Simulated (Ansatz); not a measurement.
A nudged elastic band was laid between two geometries of C$_{3}$H$_{6}$FNO (12 atoms, charge 0, multiplicity 1).

Method: RKS PBE/def2-SVP (Ansatz).

```
movable images  : 1
climbing image  : no
spring          : 5.0 eV/Å²
optimiser       : quadratic models (default)
start path      : through a guess of the saddle point
force threshold : 0.05 eV/Å
iteration limit : 60
end points      : relaxed
```

Initial state:

```xyz
12
Properties=species:S:1:pos:R:3
C -0.321 -1.233 1.845
N -0.302 -0.258 1.023
C -0.349 -0.515 -0.392
F -0.270 -1.853 -0.720
O 0.724 0.090 -1.030
C 0.651 1.504 -1.077
H -0.266 -1.016 2.931
H -0.386 -2.299 1.534
H -1.332 -0.130 -0.773
H 1.550 1.853 -1.619
H 0.635 1.952 -0.060
H -0.257 1.850 -1.628
```

Final state:

```xyz
12
Properties=species:S:1:pos:R:3
C 0.090 -0.687 1.590
N -0.631 -1.246 0.688
C -0.601 -0.781 -0.645
F -0.461 -1.841 -1.487
O 0.488 0.141 -1.013
C 0.541 1.663 -0.259
H 0.013 -1.086 2.622
H 0.728 0.221 1.391
H -1.517 -0.201 -0.893
H 1.337 -0.245 -0.711
H -0.558 1.754 -0.043
H 0.650 2.252 -1.206
```

Question: Which bonds break or form, and what moves?

Answer: Bonds broken: C6–H10. Bonds formed: O5–H10.

Question: Give the energies along the band, and the barrier.

Answer: The run converged. The highest image is number 2 of 0 to 2, 90.9 kcal/mol above the first end and 0.0 kcal/mol above the last; the last end lies 90.9 kcal/mol above the first. The highest image is an end point: on this band no image between the ends rises above it. Inner images lie up to 0.009 eV below the lower end, so the ends aren't the lowest states on this path. So few images can step over the top or miss a turn of the path. The orbitals stay closed-shell, which can raise the energy where a bond breaks towards radicals; this wasn't checked here.

| image | path coordinate (Å) | energy (kcal/mol) | C6–H10 (Å) | O5–H10 (Å) |
| --- | --- | --- | --- | --- |
| 0 | 0.00 | 0.0 | 1.11 | 2.03 |
| 1 | 3.98 | -0.2 | 1.11 | 2.06 |
| 2 | 7.96 | 90.9 | 2.12 | 0.98 |

Time of the run: 58 s on 2 threads of Intel(R) Xeon(R) Platinum 8488C (Sapphire Rapids), with other jobs on the host, peak memory 0.17 GiB.
